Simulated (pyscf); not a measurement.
Single points on ωB97X-D3(BJ)/def2-SVP structures (PySCF, gas phase). Correlated levels are frozen-core, on RHF or UHF. ΔMP2 is the change of the MP2 total energy from the triple- to the quadruple-zeta basis.

Problem. PBE/def2-TZVP puts the barrier of HI + HC≡CH -> H₂C=CH–I (addition across a multiple bond or ene-type step; singlet surface; H–I broken, C–I, C–H formed) at 1.21 eV and the reaction energy at -1.67 eV, from the separated reactants. What do r²SCAN/def2-TZVP, ωB97M-D3(BJ)/def2-TZVP, CCSD(T)/def2-TZVPP + ΔMP2(QZVPP) give on the same structures?

Solution. r²SCAN: ΔE‡ = 1.32 eV, ΔE = -1.68 eV; ωB97M-D3(BJ): ΔE‡ = 1.74 eV, ΔE = -1.50 eV; CCSD(T): ΔE‡ = 1.76 eV, ΔE = -1.50 eV. PBE's barrier lies under all of them, by 0.11 to 0.55 eV. Its reaction energy matches one of them and lies within 0.17 eV of the others. Low barriers are usual for a GGA, whose delocalisation error favours stretched bonds. This is the saddle that the search found; another between the same sides may lie lower. The CCSD(T) − MP2 part came from Ansatz, without density fitting, on the same reference. The largest closed-shell T1 diagnostic is 0.033, which may signal static correlation. The frozen core leaves the outer d or s,p core shells of the metals and heavy elements correlated in the MP2 and CC values, and def2-TZVPP describes them poorly, which can shift differences by a few kcal/mol. Elements past Kr carry the def2 core potentials, without spin-orbit coupling.
